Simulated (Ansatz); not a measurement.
`CCC` + Cl• → `C[CH]C`• + HCl at 298.15 K and 1 bar (hydrogen abstraction from a C–H bond).

Gas-phase electronic energies from Ansatz, PBE0-D4/def2-TZVP geometries. CBS: MP2 limit from def2 TZ/QZ plus the TZ coupled-cluster correction, frozen cores. This one scheme is used for every species, atoms too. Open shells (•) are unrestricted, without spin–orbit coupling. Spin–orbit coupling would lower the free atoms: a little for Cl.

| species | CCSD(T)/CBS energy (Eh) | H − E (kJ/mol) | S (J/(mol·K)) |
| --- | --- | --- | --- |
| `CCC` | -118.98051 | 285.9 | 268.4 |
| Cl• | -459.70966 | 6.2 | 168.3 |
| `C[CH]C`• | -118.31020 | 247.2 | 293.9 |
| HCl | -460.38127 | 26.6 | 186.8 |

H − E and S are ideal-gas, rigid-rotor, harmonic terms from PBE0-D4/def2-TZVP, with the whole ground term of open shells counted as degenerate. 1 Eh = 2625.50 kJ/mol, R = 8.31446 J/(mol·K).

By hand: ΔE, ΔH, ΔS and ΔG.

ΔE = (-118.31020) + (-460.38127) − (-118.98051) − (-459.70966) = -0.00130 Eh = -3.4 kJ/mol. Δ(H − E) = 247.2 + 26.6 − 285.9 − 6.2 = -18.3, so ΔH = -21.7 kJ/mol. ΔS = 293.9 + 186.8 − 268.4 − 168.3 = 44.0 J/(mol·K). ΔG = -21.7 − 298.15 × (44.0)/1000 = -34.8 kJ/mol.

By hand: the equilibrium constant, and the temperature at which ΔG would vanish if ΔH and ΔS stayed fixed.

log₁₀ K = −ΔG/(RT ln 10) = 6.1. ΔH and −TΔS have one sign here, so there is no such temperature.

TΔS isn't small against ΔH here. A doubt of 5 kJ/mol in ΔE shifts log₁₀ K by 0.9 here. These are equilibria of isolated gas molecules and say nothing of rates. Largest T1 diagnostic: 0.011 (customary marks: 0.02 for closed shells, 0.045 for open ones).
